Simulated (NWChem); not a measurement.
## An input for AlH2ClO (SMILES [OH][AlH][Cl])

AlH2ClO: 5 atoms, total charge 0, spin state singlet. SMILES: `[OH][AlH][Cl]`. The coordinates come from a PBE0-D4/def2-TZVP relaxation. This is one conformer, not always the lowest.

```
atom    x (Å)    y (Å)    z (Å)
   O  -1.1101   0.3709  -0.5144
  Al   0.4310   0.1849   0.1375
  Cl   1.1149  -1.7254   0.6628
   H  -1.7195  -0.3491  -0.6695
   H   1.3335   1.4450   0.3422
```

Settings wanted:

| Setting | Value |
| --- | --- |
| task | energy |
| method | CCSD(T) |
| basis set | 3-21G |
| reference | RHF |
| relativity | none |
| frozen core orbitals | 11 |
| SCF convergence threshold | 1e-08 |
| iteration cap | 80 |
| coupled cluster iteration cap | 60 |
| module | ccsd(t) |
| d and f functions | spherical |

Task: Give an NWChem 7.3.0 job that does this.

Result: This one ran through:

a.nw:
```
echo
start a
memory stack 880 mb heap 220 mb global 1100 mb
charge 0

geometry units angstrom noautosym nocenter noautoz
  O    -1.110100    0.370900   -0.514400
  Al    0.431000    0.184900    0.137500
  Cl    1.114900   -1.725400    0.662800
  H    -1.719500   -0.349100   -0.669500
  H     1.333500    1.445000    0.342200
end

basis spherical bse
  * library 3-21G
end

scf
  singlet
  rhf
  thresh 1e-08
  maxiter 80
  print medium
end

ccsd
  freeze core 11
  maxiter 60
end

task ccsd(t) energy
```

```bash
$ nwchem a.nw > a.out
```

Calculated total energy: -773.83115 Eh.
